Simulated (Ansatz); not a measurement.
Start from `CC(C)CCS` and change one atom or group to get `CCCCC(C)C`.

Ansatz, PBE0-D4/def2-TZVP geometries, multiplicity 1. Each molecule was computed in one conformer, which needn't be the lowest.

```
                                        property  `CC(C)CCS`
             HOMO–LUMO gap (PBE/def2-TZVPP) / eV        5.11
            HOMO–LUMO gap (PBE0/def2-TZVPP) / eV        7.26
              HOMO energy (PBE0/def2-TZVPP) / eV       -6.72
size of the dipole moment (B3LYP/def2-TZVPP) / D        1.45
           LUMO energy (ωB97M-V/def2-TZVPP) / eV        2.20
              LUMO energy (PBE0/def2-TZVPP) / eV        0.54
```

Question: Give the same properties after the change, and the shifts. (Estimate.)

Answer: The calculation gave: 
| property | `CCCCC(C)C` | shift |
| --- | --- | --- |
| HOMO–LUMO gap (PBE/def2-TZVPP) / eV | 7.67 | 2.56 |
| HOMO–LUMO gap (PBE0/def2-TZVPP) / eV | 9.79 | 2.53 |
| HOMO energy (PBE0/def2-TZVPP) / eV | -8.59 | -1.87 |
| size of the dipole moment (B3LYP/def2-TZVPP) / D | 0.09 | -1.36 |
| LUMO energy (ωB97M-V/def2-TZVPP) / eV | 2.61 | 0.41 |
| LUMO energy (PBE0/def2-TZVPP) / eV | 1.20 | 0.66 |

With PBE0 the HOMO falls by 1.87 eV and the LUMO rises by 0.66 eV, so the gap widens by about 2.53 eV. PBE moves the HOMO by -1.78 eV and ωB97M-V by -1.90 eV. Dipoles are sizes alone; their direction can turn.

B3LYP here is the variant with VWN-RPA as its local correlation; programs differ in this.
